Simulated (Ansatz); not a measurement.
## Ansatz (development build ahead of 0.2.0) run

```yaml
crystal:
  periodic: [false, false, false]
  atoms:
    - { symbol: C, position_ang: [0.0, -0.38832, -1.75612] }
    - { symbol: C, position_ang: [0.0, 0.38176, -0.58801] }
    - { symbol: C, position_ang: [0.0, -0.38176, 0.58801] }
    - { symbol: C, position_ang: [0.0, 0.38832, 1.75612] }
    - { symbol: H, position_ang: [0.0, 0.19075, -2.58697] }
    - { symbol: H, position_ang: [0.81648, -0.98789, -1.80202] }
    - { symbol: H, position_ang: [-0.81648, -0.98789, -1.80202] }
    - { symbol: H, position_ang: [-0.80939, 0.9968, -0.58458] }
    - { symbol: H, position_ang: [0.80939, 0.9968, -0.58458] }
    - { symbol: H, position_ang: [0.80939, -0.9968, 0.58458] }
    - { symbol: H, position_ang: [-0.80939, -0.9968, 0.58458] }
    - { symbol: H, position_ang: [0.0, -0.19075, 2.58697] }
    - { symbol: H, position_ang: [0.81648, 0.98789, 1.80202] }
    - { symbol: H, position_ang: [-0.81648, 0.98789, 1.80202] }
basis:
  gaussian: { orbitals: def2-TZVP }
hamiltonian:
  xc: hf
```

The input is written out in the form of the current development build from the run's settings.

Output:

| Quantity | Value |
| --- | --- |
| Converged | yes |
| Total energy | -157.28253 hartree |
| Spin squared of the determinant | 0.000 |

Caution: no unrestricted run beside it, a lower state can exist.
